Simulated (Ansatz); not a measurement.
The first iterations of a band of AlClH3N + H2 (8 atoms, charge 0, multiplicity 1).

Theory: RKS PBE0-D4/6-31G* in Ansatz 0.2.0.

```
movable images  : 5
climbing image  : yes
spring          : 5.0 eV/Å²
optimiser       : quadratic models (default)
start path      : through a guess of the saddle point
force threshold : 0.03 eV/Å
iteration limit : 60
end points      : relaxed
```

Image 0:

```xyz
8
Properties=species:S:1:pos:R:3
Al 0.041 -0.314 0.271
N 0.025 -0.439 2.033
H -0.794 -0.636 2.592
H 0.846 -0.349 2.616
H 1.360 -0.022 -0.543
Cl -1.793 -0.597 -0.730
H -0.691 2.895 0.653
H -0.541 2.461 1.240
```

Image 6:

```xyz
8
Properties=species:S:1:pos:R:3
Al -0.090 0.576 -0.020
N -0.139 0.298 2.024
H -0.835 -0.419 2.231
H 0.757 -0.017 2.393
H 1.324 -0.063 -0.397
Cl -1.796 -0.665 -0.484
H -0.361 2.145 -0.138
H -0.406 1.146 2.522
```

| iteration | highest image above the first end (eV) | largest band force component (eV/Å) |
| --- | --- | --- |
| 1 | 2.263 | 3.673 |
| 2 | 1.093 | 2.344 |
| 3 | 0.974 | 2.118 |
| 4 | 0.728 | 0.626 |

Q: Does the band converge within its limit, and where does its top end?

A: It converged. It ended after 13 iterations with the highest image 0.784 eV above the first end. A vibrational analysis at the climbing image gives one clearly imaginary mode, 1289i cm⁻¹: a first-order saddle point. The orbitals stay closed-shell, which can raise the energy where a bond breaks towards radicals; this wasn't checked here.

Time of the run: 2.7 min on 1 thread of Arm Neoverse V1 (shared host), peak memory 0.12 GiB.
